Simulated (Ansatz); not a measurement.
Geometry optimisation, UKS PBE/def2-SVP (Ansatz).

input.yaml

```yaml
crystal:
  periodic: [false, false, false]
  atoms:
    - { symbol: Si, position_ang: [-0.055497, -0.280426, -0.352947] }
    - { symbol: H, position_ang: [-0.297876, 0.040643, 2.27599] }
    - { symbol: H, position_ang: [1.445791, -0.179565, -0.314715] }
    - { symbol: C, position_ang: [-0.901014, 1.405968, -0.4682] }
    - { symbol: H, position_ang: [-2.00103, 1.297128, -0.558937] }
    - { symbol: H, position_ang: [-0.674367, 1.981828, 0.453268] }
    - { symbol: H, position_ang: [-0.531681, 1.973832, -1.351826] }
    - { symbol: H, position_ang: [-0.483971, -1.245797, -1.428648] }
    - { symbol: F, position_ang: [0.141745, 0.826288, 2.552414] }
magnetization:
  spin_polarized: true
  initial_magnetization: 1
basis:
  gaussian: { orbitals: def2-SVP }
hamiltonian:
  xc: pbe
relax:
  f_tol: 0.03
  max_steps: 50
output:
  orbitals: {}
```

Launched with:

```bash
$ ansatz run input.yaml --threads 2 --pin off --max-ram 3072MiB --backend cpu --events-out ev --progress --plain --runs-dir out
```

Q: Where does it end, and by what steps?

A: The forces met the threshold. After 9 steps the energy has fallen by 0.008 eV; H2 moved furthest, 0.17 Å.

```csv
step,energy less start (eV),largest force component (eV/Å),accepted
0,0.0000,0.069,yes
1,0.0134,0.891,no
2,-0.0042,0.220,yes
3,-0.0030,0.164,no
4,-0.0071,0.071,yes
5,-0.0074,0.047,yes
6,-0.0076,0.038,yes
7,-0.0080,0.047,yes
8,-0.0081,0.036,yes
9,-0.0082,0.012,yes
```

```xyz
9
Properties=species:S:1:pos:R:3
Si -0.049 -0.252 -0.304
H -0.242 -0.003 2.118
H 1.452 -0.151 -0.297
C -0.900 1.425 -0.468
H -1.999 1.310 -0.554
H -0.674 2.023 0.437
H -0.533 1.970 -1.364
H -0.505 -1.271 -1.317
F 0.091 0.769 2.555
```

Whether the end is a true minimum wasn't checked by a vibrational analysis.

Run time: 21 s on 2 threads of Arm Neoverse V1, on a shared host, peak memory 0.15 GiB.
